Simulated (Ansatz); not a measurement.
Cost and result for the atomization energy of C$_{3}$H$_{5}$O, SMILES `C=CC[O]` radical (9 atoms, 8 bonds).

```xyz
9

C    -0.324   -0.939   -0.994
C     0.437   -0.355   -0.082
C    -0.003    0.830    0.720
O     0.903    1.834    0.819
H    -1.324   -0.574   -1.213
H     0.018   -1.799   -1.558
H     1.442   -0.714    0.123
H    -0.995    1.196    0.404
H    -0.154    0.522    1.781
```

Total charge 0; spin multiplicity 2. The geometry is a stationary point of PBE0-D4/def2-TZVP. It is one conformer, not always the lowest. Program: Ansatz. All runs use 4 threads of a server CPU on a shared host. Times are those of one run each, without the atoms' runs, and a repeat can differ threefold. Electronic energies, without spin–orbit coupling; frozen cores. CCSD(T)/CBS adds CCSD(T) − MP2 in def2-TZVPP to the MP2 limit, and its time is that of the two runs behind it. T1 = 0.020; ⟨S²⟩ of the reference is 0.77. B3LYP takes the VWN-RPA correlation (the form of Gaussian; ORCA's B3LYP/G).

CCSD(T)/CBS is a level of theory with its own doubt, some kJ/mol a heavy atom from the limit and from the frozen cores, so smaller differences don't rank the functionals.

| level | functions | atomization (kJ/mol) | difference from CCSD(T)/CBS | per bond |
| --- | --- | --- | --- | --- |
| CAM-B3LYP-D4/def2-TZVPP | 194 | 3563.7 | 38.3 | 4.8 |
| PBE-D4/def2-TZVPP (with forces) | 194 | 3655.3 | 129.9 | 16.2 |
| B3LYP-D4/def2-TZVPP (with forces) | 194 | 3553.4 | 28.0 | 3.5 |
| r2SCANh-D4/def2-TZVPP | 194 | 3540.4 | 15.0 | 1.9 |
| ωB97M-V/def2-TZVPP (with forces) | 194 | 3548.8 | 23.4 | 2.9 |
| MP2/def2-QZVPP | 378 | 3529.8 | 4.4 | 0.6 |
| r2SCAN-D4/def2-TZVPP (with forces) | 194 | 3565.5 | 40.1 | 5.0 |
| ωB97X-V/def2-TZVPP | 194 | 3542.6 | 17.2 | 2.2 |
| CCSD(T)/def2-SVP | 81 | 3379.0 | -146.4 | -18.3 |
| PBE0-D4/def2-TZVPP | 194 | 3574.4 | 49.0 | 6.1 |
| CCSD(T)/def2-TZVPP | 194 | 3442.1 | -83.3 | -10.4 |
| CCSD(T)/CBS(def2) | – | 3525.4 | 0.0 | 0.0 |
| LDA (SPW92)/def2-TZVPP | 194 | 4092.6 | 567.2 | 70.9 |

Question: Order the runs by time, with rough figures. (Estimate.)

Answer: Ansatz gave: LDA (SPW92)/def2-TZVPP 2.1 s; PBE-D4/def2-TZVPP (with forces) 4.4 s; PBE0-D4/def2-TZVPP 7 s; CCSD(T)/def2-SVP 7.5 s; CAM-B3LYP-D4/def2-TZVPP 8 s; B3LYP-D4/def2-TZVPP (with forces) 8.5 s; r2SCANh-D4/def2-TZVPP 12 s; r2SCAN-D4/def2-TZVPP (with forces) 14 s; ωB97X-V/def2-TZVPP 17 s; ωB97M-V/def2-TZVPP (with forces) 29 s; MP2/def2-QZVPP 39 s; CCSD(T)/def2-TZVPP 3 min; CCSD(T)/CBS(def2) 3.7 min.

The D4 term adds +19.6 kJ/mol with B3LYP and +10.2 kJ/mol with PBE0; it sums over pairs of atoms, weighted by their polarisabilities, and B3LYP, whose exchange is more repulsive, gets the larger term. From BLYP to BHLYP (50 % exact exchange), in def2-TZVPP and without D4, the atomization energy moves by −110.6 kJ/mol: exact exchange takes away binding that semilocal exchange gives to molecules. At CCSD(T), def2-SVP lies −146.4 kJ/mol from the extrapolated value and def2-TZVPP −83.3 kJ/mol: correlation converges slowly with the basis, and small sets miss more of it in the bonded molecule than in its fragments.
